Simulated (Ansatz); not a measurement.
Ansatz (an electronic-structure program) input (B3LYP-D3(BJ)/def2-TZVP):

Ansatz 0.2 input:
```yaml
crystal:
  periodic: [false, false, false]
  atoms:
    - {symbol: C, position_ang: [1.18117604, -0.36779598, 0.01854416]}
    - {symbol: C, position_ang: [-0.00115998, 0.51798809, -0.05691682]}
    - {symbol: O, position_ang: [-1.20555268, -0.12470547, 0.10015001]}
    - {symbol: H, position_ang: [-1.92525557, 0.50464161, -0.01377086]}
    - {symbol: H, position_ang: [-0.00116302, 1.40815434, -0.67836497]}
    - {symbol: H, position_ang: [2.09806429, 0.22204659, -0.00681776]}
    - {symbol: H, position_ang: [1.17235960, -0.95240933, 0.94267001]}
    - {symbol: H, position_ang: [1.22031985, -1.08594199, -0.81468055]}
basis:
  gaussian:
    orbitals: def2-TZVP
hamiltonian:
  xc: b3lyp
  dispersion: d3bj
magnetization: {spin_polarized: true, initial_magnetization: 1}
phonons: {temperatures: {t_min: 298.15, t_max: 298.15, t_step: 100}}
```

Output:

```
Functional definition: B3LYP
integrals: 0.03 GiB planned
731 factors; their error is unknown
mean field: 0.46 GiB planned
mean field evaluation 1: about -4195.3579 eV, gradient 4.3e1 eV
mean field evaluation 2: about -4189.8723 eV, gradient 5.6e1 eV
mean field evaluation 4: about -4202.7936 eV, gradient 3.4e0 eV
mean field evaluation 8: about -4202.8373 eV, gradient 6.4e-2 eV
mean field evaluation 16: about -4202.8274 eV, gradient 5.2e-5 eV
mean field -4202.82740860 eV, -154.4510584872 hartree, gradient 5.2e-5 eV, S^2 0.753662; 0 other end points of the search recorded, 0 dependent functions left out
the calculation of the forces begins
reference -4202.82763870 eV, -154.4510669432 hartree; 13, 12 occupied and 110, 111 virtual orbitals, 731 factors
these checks for a lower state are left out or cut short: stability, starts, cluster_reference, orbital_swaps, neighbouring_geometries, increment
integrals: 0.03 GiB planned
731 factors; their error is unknown
mean field: 0.46 GiB planned
mean field -4202.82726549 eV, -154.4510532283 hartree, gradient 2.5e-6 eV, S^2 0.753664; 0 other end points of the search recorded, 0 dependent functions left out
the calculation of the forces begins
reference -4202.82749550 eV, -154.4510616809 hartree; 13, 12 occupied and 110, 111 virtual orbitals, 731 factors
these checks for a lower state are left out or cut short: stability, starts, cluster_reference, orbital_swaps, neighbouring_geometries, increment
integrals: 0.03 GiB planned
731 factors; their error is unknown
mean field: 0.46 GiB planned
mean field -4202.82722825 eV, -154.4510518597 hartree, gradient 2.5e-6 eV, S^2 0.753660; 0 other end points of the search recorded, 0 dependent functions left out
the calculation of the forces begins
reference -4202.82745845 eV, -154.4510603192 hartree; 13, 12 occupied and 110, 111 virtual orbitals, 731 factors
these checks for a lower state are left out or cut short: stability, starts, cluster_reference, orbital_swaps, neighbouring_geometries, increment
integrals: 0.03 GiB planned
731 factors; their error is unknown
mean field: 0.46 GiB planned
mean field evaluation 32: about -4202.8367 eV, gradient 3.3e-1 eV
mean field -4202.82724589 eV, -154.4510525079 hartree, gradient 2.5e-6 eV, S^2 0.753666; 0 other end points of the search recorded, 0 dependent functions left out
the calculation of the forces begins
reference -4202.82747601 eV, -154.4510609647 hartree; 13, 12 occupied and 110, 111 virtual orbitals, 731 factors
these checks for a lower state are left out or cut short: stability, starts, cluster_reference, orbital_swaps, neighbouring_geometries, increment
integrals: 0.03 GiB planned
731 factors; their error is unknown
mean field: 0.46 GiB planned
mean field -4202.82725954 eV, -154.4510530096 hartree, gradient 2.5e-6 eV, S^2 0.753659; 0 other end points of the search recorded, 0 dependent functions left out
the calculation of the forces begins
reference -4202.82748962 eV, -154.4510614649 hartree; 13, 12 occupied and 110, 111 virtual orbitals, 731 factors
these checks for a lower state are left out or cut short: stability, starts, cluster_reference, orbital_swaps, neighbouring_geometries, increment
integrals: 0.03 GiB planned
731 factors; their error is unknown
mean field: 0.46 GiB planned
mean field -4202.82725550 eV, -154.4510528609 hartree, gradient 2.5e-6 eV, S^2 0.753669; 0 other end points of the search recorded, 0 dependent functions left out
the calculation of the forces begins
reference -4202.82748550 eV, -154.4510613135 hartree; 13, 12 occupied and 110, 111 virtual orbitals, 731 factors
these checks for a lower state are left out or cut short: stability, starts, cluster_reference, orbital_swaps, neighbouring_geometries, increment
integrals: 0.03 GiB planned
[...]
these checks for a lower state are left out or cut short: stability, starts, cluster_reference, orbital_swaps, neighbouring_geometries, increment
integrals: 0.03 GiB planned
731 factors; their error is unknown
mean field: 0.46 GiB planned
mean field evaluation 256: about -4202.8370 eV, gradient 3.1e-1 eV
mean field -4202.82739592 eV, -154.4510580213 hartree, gradient 2.5e-6 eV, S^2 0.753662; 0 other end points of the search recorded, 0 dependent functions left out
the calculation of the forces begins
reference -4202.82762603 eV, -154.4510664775 hartree; 13, 12 occupied and 110, 111 virtual orbitals, 731 factors
these checks for a lower state are left out or cut short: stability, starts, cluster_reference, orbital_swaps, neighbouring_geometries, increment
integrals: 0.03 GiB planned
731 factors; their error is unknown
mean field: 0.46 GiB planned
mean field -4202.82739416 eV, -154.4510579568 hartree, gradient 2.5e-6 eV, S^2 0.753662; 0 other end points of the search recorded, 0 dependent functions left out
the calculation of the forces begins
reference -4202.82762426 eV, -154.4510664126 hartree; 13, 12 occupied and 110, 111 virtual orbitals, 731 factors
these checks for a lower state are left out or cut short: stability, starts, cluster_reference, orbital_swaps, neighbouring_geometries, increment
integrals: 0.03 GiB planned
731 factors; their error is unknown
mean field: 0.46 GiB planned
mean field -4202.82740678 eV, -154.4510584204 hartree, gradient 2.5e-6 eV, S^2 0.753663; 0 other end points of the search recorded, 0 dependent functions left out
the calculation of the forces begins
reference -4202.82763690 eV, -154.4510668772 hartree; 13, 12 occupied and 110, 111 virtual orbitals, 731 factors
these checks for a lower state are left out or cut short: stability, starts, cluster_reference, orbital_swaps, neighbouring_geometries, increment
integrals: 0.03 GiB planned
731 factors; their error is unknown
mean field: 0.46 GiB planned
mean field -4202.82738169 eV, -154.4510574985 hartree, gradient 2.5e-6 eV, S^2 0.753661; 0 other end points of the search recorded, 0 dependent functions left out
the calculation of the forces begins
reference -4202.82761177 eV, -154.4510659538 hartree; 13, 12 occupied and 110, 111 virtual orbitals, 731 factors
these checks for a lower state are left out or cut short: stability, starts, cluster_reference, orbital_swaps, neighbouring_geometries, increment
integrals: 0.03 GiB planned
731 factors; their error is unknown
mean field: 0.46 GiB planned
mean field evaluation 288: about -4202.8274 eV, gradient 4.5e-3 eV
mean field -4202.82735996 eV, -154.4510567000 hartree, gradient 2.5e-6 eV, S^2 0.753661; 0 other end points of the search recorded, 0 dependent functions left out
the calculation of the forces begins
reference -4202.82759002 eV, -154.4510651545 hartree; 13, 12 occupied and 110, 111 virtual orbitals, 731 factors
these checks for a lower state are left out or cut short: stability, starts, cluster_reference, orbital_swaps, neighbouring_geometries, increment
integrals: 0.03 GiB planned
731 factors; their error is unknown
mean field: 0.46 GiB planned
mean field -4202.82737954 eV, -154.4510574195 hartree, gradient 2.5e-6 eV, S^2 0.753664; 0 other end points of the search recorded, 0 dependent functions left out
the calculation of the forces begins
reference -4202.82760968 eV, -154.4510658770 hartree; 13, 12 occupied and 110, 111 virtual orbitals, 731 factors
these checks for a lower state are left out or cut short: stability, starts, cluster_reference, orbital_swaps, neighbouring_geometries, increment
integrals: 0.03 GiB planned
731 factors; their error is unknown
mean field: 0.46 GiB planned
mean field -4202.82734054 eV, -154.4510559862 hartree, gradient 2.5e-6 eV, S^2 0.753662; 0 other end points of the search recorded, 0 dependent functions left out
the calculation of the forces begins
reference -4202.82757071 eV, -154.4510644449 hartree; 13, 12 occupied and 110, 111 virtual orbitals, 731 factors
these checks for a lower state are left out or cut short: stability, starts, cluster_reference, orbital_swaps, neighbouring_geometries, increment
integrals: 0.03 GiB planned
731 factors; their error is unknown
mean field: 0.46 GiB planned
mean field -4202.82732492 eV, -154.4510554120 hartree, gradient 2.5e-6 eV, S^2 0.753662; 0 other end points of the search recorded, 0 dependent functions left out
the calculation of the forces begins
reference -4202.82755494 eV, -154.4510638653 hartree; 13, 12 occupied and 110, 111 virtual orbitals, 731 factors
these checks for a lower state are left out or cut short: stability, starts, cluster_reference, orbital_swaps, neighbouring_geometries, increment
integrals: 0.03 GiB planned
731 factors; their error is unknown
mean field: 0.46 GiB planned
mean field -4202.82740764 eV, -154.4510584521 hartree, gradient 2.5e-6 eV, S^2 0.753662; 0 other end points of the search recorded, 0 dependent functions left out
the calculation of the forces begins
reference -4202.82763778 eV, -154.4510669094 hartree; 13, 12 occupied and 110, 111 virtual orbitals, 731 factors
these checks for a lower state are left out or cut short: stability, starts, cluster_reference, orbital_swaps, neighbouring_geometries, increment
integrals: 0.03 GiB planned
731 factors; their error is unknown
mean field: 0.46 GiB planned
mean field evaluation 320: about -4202.8372 eV, gradient 2.1e-4 eV
mean field -4202.82738134 eV, -154.4510574856 hartree, gradient 2.5e-6 eV, S^2 0.753662; 0 other end points of the search recorded, 0 dependent functions left out
the calculation of the forces begins
reference -4202.82761141 eV, -154.4510659404 hartree; 13, 12 occupied and 110, 111 virtual orbitals, 731 factors
these checks for a lower state are left out or cut short: stability, starts, cluster_reference, orbital_swaps, neighbouring_geometries, increment
integrals: 0.03 GiB planned
731 factors; their error is unknown
mean field: 0.46 GiB planned
mean field -4202.82735041 eV, -154.4510563488 hartree, gradient 2.5e-6 eV, S^2 0.753659; 0 other end points of the search recorded, 0 dependent functions left out
the calculation of the forces begins
reference -4202.82758047 eV, -154.4510648033 hartree; 13, 12 occupied and 110, 111 virtual orbitals, 731 factors
these checks for a lower state are left out or cut short: stability, starts, cluster_reference, orbital_swaps, neighbouring_geometries, increment
integrals: 0.03 GiB planned
731 factors; their error is unknown
mean field: 0.46 GiB planned
mean field -4202.82737165 eV, -154.4510571296 hartree, gradient 2.5e-6 eV, S^2 0.753665; 0 other end points of the search recorded, 0 dependent functions left out
the calculation of the forces begins
reference -4202.82760179 eV, -154.4510655871 hartree; 13, 12 occupied and 110, 111 virtual orbitals, 731 factors
these checks for a lower state are left out or cut short: stability, starts, cluster_reference, orbital_swaps, neighbouring_geometries, increment
integrals: 0.03 GiB planned
731 factors; their error is unknown
mean field: 0.46 GiB planned
mean field -4202.82734331 eV, -154.4510560881 hartree, gradient 2.5e-6 eV, S^2 0.753659; 0 other end points of the search recorded, 0 dependent functions left out
the calculation of the forces begins
reference -4202.82757342 eV, -154.4510645442 hartree; 13, 12 occupied and 110, 111 virtual orbitals, 731 factors
these checks for a lower state are left out or cut short: stability, starts, cluster_reference, orbital_swaps, neighbouring_geometries, increment
integrals: 0.03 GiB planned
731 factors; their error is unknown
mean field: 0.46 GiB planned
mean field evaluation 352: about -4202.8274 eV, gradient 2.4e-6 eV
mean field -4202.82735270 eV, -154.4510564329 hartree, gradient 2.5e-6 eV, S^2 0.753665; 0 other end points of the search recorded, 0 dependent functions left out
the calculation of the forces begins
reference -4202.82758280 eV, -154.4510648889 hartree; 13, 12 occupied and 110, 111 virtual orbitals, 731 factors
Total energy: -4202.99304651 eV, -154.4571455683 hartree
Atom 0 at     1.181176    -0.367796     0.018544 Å, force     0.000009     0.000159     0.000067 eV/Å
Atom 1 at    -0.001160     0.517988    -0.056917 Å, force     0.000036    -0.000312    -0.000175 eV/Å
Atom 2 at    -1.205553    -0.124705     0.100150 Å, force     0.000936     0.000022    -0.000071 eV/Å
Atom 3 at    -1.925256     0.504642    -0.013771 Å, force    -0.000859     0.000408    -0.000004 eV/Å
Atom 4 at    -0.001163     1.408154    -0.678365 Å, force    -0.000215    -0.000112     0.000071 eV/Å
Atom 5 at     2.098064     0.222047    -0.006818 Å, force    -0.000029    -0.000165     0.000002 eV/Å
Atom 6 at     1.172360    -0.952409     0.942670 Å, force     0.000092    -0.000123     0.000051 eV/Å
Atom 7 at     1.220320    -1.085942    -0.814681 Å, force     0.000031     0.000122     0.000060 eV/Å
Dipole moment:    -0.079323     0.231343    -0.135479 e Å
Vibrations: 182.59 364.35 411.49 561.60 930.67 1023.06 1059.69 1207.97 1272.50 1396.15 1447.49 1463.95 1487.98 2949.38 3041.96 3100.89 3133.82 3813.83 cm⁻¹, zero-point energy 1.788433 eV
```

It need not be the lowest isomer of its formula.
